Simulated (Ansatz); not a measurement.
A run for Ansatz (a quantum-chemistry and plane-wave program): R-wB97M-V/def2-TZVPPD on C6H8O (a complex). Files ending in .json are basis or fitting sets from the Basis Set Exchange.

Ansatz 0.2 input:
```yaml
crystal:
  periodic: [false, false, false]
  atoms:
    - {symbol: C, position_ang: [0.78045526, -0.60992865, -1.20755700]}
    - {symbol: H, position_ang: [0.89650026, -1.13765365, -2.14414500]}
    - {symbol: C, position_ang: [0.47825126, 0.75098035, -1.20789500]}
    - {symbol: H, position_ang: [0.35727226, 1.27815435, -2.14405400]}
    - {symbol: C, position_ang: [0.32759726, 1.43185435, 0.00000000]}
    - {symbol: H, position_ang: [0.09177326, 2.48712535, 0.00000000]}
    - {symbol: C, position_ang: [0.47825126, 0.75098035, 1.20789500]}
    - {symbol: H, position_ang: [0.35727226, 1.27815435, 2.14405400]}
    - {symbol: C, position_ang: [0.78045526, -0.60992865, 1.20755700]}
    - {symbol: H, position_ang: [0.89650026, -1.13765365, 2.14414500]}
    - {symbol: C, position_ang: [0.93195626, -1.28999465, 0.00000000]}
    - {symbol: H, position_ang: [1.16879426, -2.34522765, 0.00000000]}
    - {symbol: O, position_ang: [-2.78622774, -0.27406965, 0.00000000]}
    - {symbol: H, position_ang: [-2.62142374, -1.21879165, 0.00000000]}
    - {symbol: H, position_ang: [-1.89892674, 0.09752035, 0.00000000]}
basis:
  gaussian:
    orbitals: def2-TZVPPD.json
hamiltonian:
  xc: {name: wB97M-V}
scf: {lower_state_search: off}
```

Problem. Predict the final total energy.

Solution. -308.6712 hartree.

Problem. How many basis functions does it have, and what does it roughly cost on one machine?

Solution. 398 functions; about 40 core-seconds (a rough figure).
